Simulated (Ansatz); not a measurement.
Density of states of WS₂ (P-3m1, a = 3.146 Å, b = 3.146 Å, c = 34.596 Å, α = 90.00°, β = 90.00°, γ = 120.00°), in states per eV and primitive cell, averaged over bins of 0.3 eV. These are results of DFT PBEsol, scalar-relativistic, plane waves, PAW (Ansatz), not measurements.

Cutoff 420 eV; k points 12×12×1 on the computed 12-atom cell (Γ-centred); Gaussian smearing, width 0.02 eV; no spin polarisation.

The cell is relaxed at this level. The states (both spins) are summed by tetrahedra on a 18×18×2 mesh at the self-consistent density. Energies are bin centres; the table starts no lower than −8 eV and ends at 6 eV, or lower where the solved bands end.

The gap is 1.24 eV at this level, with the zero inside it.

```csv
E − E_F (eV),total,S 3p,W 5d,W 6s,S 3s
-7.80,1.09,0.67,0.24,0.09,0.07
-7.50,4.61,2.86,0.99,0.41,0.25
-7.20,6.59,3.95,1.68,0.51,0.30
-6.90,11.52,6.71,3.69,0.59,0.30
-6.60,8.63,5.10,2.95,0.20,0.24
-6.30,5.77,3.98,1.48,0.01,0.21
-6.00,4.15,2.84,0.94,0.10,0.21
-5.70,10.27,6.03,2.61,0.51,0.87
-5.40,14.77,8.54,4.15,0.50,1.22
-5.10,4.53,2.71,1.38,0.11,0.24
-4.80,7.90,5.20,2.24,0.06,0.25
-4.50,16.09,10.30,5.15,0.05,0.30
-4.20,7.10,4.26,2.56,0.03,0.11
-3.90,6.08,3.45,2.39,0.03,0.06
-3.60,6.66,3.79,2.57,0.03,0.08
-3.30,16.02,10.93,4.16,0.06,0.53
-3.00,11.13,8.28,2.25,0.03,0.34
-2.70,10.06,7.94,1.64,0.04,0.18
-2.40,6.24,5.02,0.94,0.03,0.08
-2.10,9.37,3.81,4.99,0.13,0.16
-1.80,9.48,3.11,5.84,0.10,0.14
-1.50,5.43,1.60,3.55,0.06,0.08
-1.20,2.46,0.69,1.65,0.01,0.05
-0.90,0.59,0.20,0.34,0.00,0.03
-0.60,0.11,0.04,0.07,0.00,0.01
-0.30,0.00,0.00,0.00,0.00,0.00
0.00,0.00,0.00,0.00,0.00,0.00
0.30,0.00,0.00,0.00,0.00,0.00
0.60,0.47,0.18,0.24,0.00,0.01
0.90,3.57,1.21,2.00,0.07,0.07
1.20,7.67,2.45,4.54,0.16,0.12
1.50,12.02,3.97,7.25,0.16,0.12
1.80,19.02,6.25,11.49,0.16,0.34
2.10,13.88,3.93,8.49,0.28,0.32
2.40,11.27,3.01,6.87,0.22,0.35
2.70,9.48,3.18,5.04,0.09,0.36
3.00,6.64,2.49,3.23,0.02,0.26
3.30,4.93,2.16,2.21,0.01,0.15
3.60,8.07,3.54,3.67,0.02,0.29
3.90,5.40,2.10,2.42,0.11,0.31
4.20,3.91,1.02,1.39,0.53,0.28
4.50,4.02,0.73,0.95,0.89,0.26
4.80,3.13,0.33,0.18,0.95,0.13
5.10,3.69,0.41,0.16,1.07,0.14
5.40,4.74,0.58,0.20,1.31,0.17
5.70,4.90,0.61,0.19,1.30,0.20
```

The columns after the total are the main Löwdin projections on the occupied valence shells of the potentials; 2 others are left out. The rest of the total lies in those, in shells that are empty in the free atom, which aren't projected, and between the atoms.

Spin-orbit coupling is left out, which matters for the bands of heavy elements. The cell holds layers, and where no dispersion correction was added their binding is poorly described.

This form isn't the usual stable structure of the compound.

Cost: 1 run of about 3.5 core-minutes, on Arm Neoverse V1 (shared hosts).